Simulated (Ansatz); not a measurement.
Geometry optimisation, UKS PBE0/def2-SVP (Ansatz 0.2.0).

Input file:

```yaml
crystal:
  periodic: [false, false, false]
  atoms:
    - { symbol: H, position_ang: [-0.688471, -0.293052, -0.254038] }
    - { symbol: C, position_ang: [0.230245, -0.244172, 0.332659] }
    - { symbol: O, position_ang: [1.17256, 0.649039, -0.17867] }
    - { symbol: H, position_ang: [-2.152702, -0.374252, -1.494808] }
    - { symbol: H, position_ang: [0.674824, -1.249033, 0.301301] }
    - { symbol: H, position_ang: [-0.063677, -0.029562, 1.377208] }
    - { symbol: H, position_ang: [0.82722, 1.541032, -0.083453] }
magnetization:
  spin_polarized: true
  initial_magnetization: 1
basis:
  gaussian: { orbitals: def2-SVP }
hamiltonian:
  xc: pbe0
relax:
  f_tol: 0.03
  max_steps: 50
```

Command:

```bash
$ ansatz run input.yaml --threads 1 --pin off --max-ram 2048MiB --backend cpu --events-out ev --progress --plain --runs-dir out
```

Q: Where does it end, and by what steps?

A: The run converged. The force dipped under the threshold on the way, but the program's further checks kept it going. After 8 steps the energy has fallen by 0.041 eV; H4 moved furthest, 0.98 Å.

```
step  energy less start (eV)  largest force component (eV/Å)  accepted
   0                  0.0000                           0.518       yes
   1                 -0.0118                           0.137       yes
   2                 -0.0207                           0.121       yes
   3                 -0.0316                           0.066       yes
   4                 -0.0372                           0.034       yes
   5                 -0.0398                           0.028       yes
   6                 -0.0405                           0.038       yes
   7                 -0.0406                           0.033       yes
   8                 -0.0407                           0.014       yes
```

```xyz
7
Properties=species:S:1:pos:R:3
H -0.549 -0.324 -0.157
C 0.378 -0.241 0.445
O 1.294 0.678 -0.072
H -2.944 -0.404 -2.076
H 0.858 -1.231 0.441
H 0.082 -0.024 1.491
H 0.881 1.546 -0.072
```

Whether the end is a true minimum wasn't checked by a vibrational analysis.

Run time: 14 s on 1 thread of Arm Neoverse V2, on a shared host, peak memory 0.12 GiB.
